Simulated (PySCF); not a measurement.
# H₂CS: from structure and modes to constants

Method: PySCF, B3LYP, basis C def2-TZVP, S def2-TZVP, H def2-TZVP (no relativity, density fitting).

The singlet minimum has C2v symmetry. Masses (u): C 12.00000, S 31.97207, H 1.00782.

```xyz
4
charge 0 multiplicity 1, angstrom
C    -1.0908    0.0000    0.0000
S     0.5149    0.0000    0.0000
H    -1.6719    0.9208    0.0000
H    -1.6719   -0.9207    0.0000
```

Harmonic wavenumbers (cm⁻¹): 1004.2 (b2, ×1), 1030.8 (b1, ×1), 1093.2 (a1, ×1), 1497.2 (a1, ×1), 3062.2 (a1, ×1), 3141.4 (b2, ×1).

Problem. Find the principal moments of inertia and the rotational constants. What kind of rotor is it?

Solution. About the centre of mass I = 1.7088, 28.388, 30.097 u Å². With B = 16.8576/I this gives 9.865, 0.5938, 0.5601 cm⁻¹. The molecule is an asymmetric top with κ = -0.99.

Problem. What is the harmonic zero-point energy?

Solution. Half the sum of all 6 wavenumbers, 10829/2 = 5415 cm⁻¹, which is 64.8 kJ/mol (1 cm⁻¹ = 0.0119627 kJ/mol).

Problem. Find the vibrational entropy and heat capacity at 298.15 K.

Solution. With u = 1.43878 ω/T, each mode gives S = R[u/(eᵘ−1) − ln(1−e⁻ᵘ)] and C = R u² eᵘ/(eᵘ−1)².
```tsv
ω (cm⁻¹)	u	S (J/(mol K))	C (J/(mol K))
1004.2	4.846	0.38	1.56
1030.8	4.974	0.35	1.44
1093.2	5.275	0.27	1.20
1497.2	7.225	0.05	0.32
3062.2	14.777	0.00	0.00
3141.4	15.159	0.00	0.00
```
The sums over all modes are S = 1.0 and C = 4.5 J/(mol K); the softest mode gives 37 % of the entropy.

Other isomers or separated fragments may lie lower.
